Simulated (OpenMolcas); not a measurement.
How methods differ on SiS (SMILES [Si-]#[S+])

The species is SiS (2 atoms), meant as a singlet with charge 0. SMILES: `[Si-]#[S+]`. Geometry: the measured bond length.

```xyz
2

Si    0.0000    0.0000    0.0000
S     0.0000    0.0000    1.9293
```

Quantity: the energy change with the Si1–S2 bond stretched from 1.929 to 2.412 Å, in eV. The values are calculated.

```tsv
level	kind	program	value (eV)	less FCI/STO-3G	CPU time (all runs)
SVWN5/STO-3G (restricted)	LDA	OpenMolcas	2.69	+0.25	5.1 s
PBE/STO-3G (restricted)	GGA	OpenMolcas	2.54	+0.10	5.5 s
r2SCAN/STO-3G (restricted)	meta-GGA	OpenMolcas	2.76	+0.32	6.1 s
M06-2X/STO-3G (restricted)	hybrid meta-GGA	OpenMolcas	3.30	+0.86	5.7 s
PBE0/STO-3G (restricted)	global hybrid	OpenMolcas	3.03	+0.59	5.4 s
B2PLYP/STO-3G (restricted)	double hybrid	OpenMolcas	2.48	+0.04	5.2 s
MP2/STO-3G (restricted)	perturbation theory	OpenMolcas	3.29	+0.85	3.1 s
CISD/STO-3G (restricted)	coupled cluster or CI	OpenMolcas	2.90	+0.46	3.3 s
FCI/STO-3G	exact in the basis	OpenMolcas	2.44	0.00	3.8 s
```

FCI/STO-3G is exact within its basis and frozen core, so for wave-function methods in that basis the difference is their error; functionals converge differently with the basis, so for them it is only a difference. The first shape isn't each level's own minimum. The values span 2.44 to 3.30 eV. All rows use very small basis sets, so even the best lies far from the true value. CPU times are rough (shared hosts, several kinds of processor): they show what a rung costs within a factor of a few.
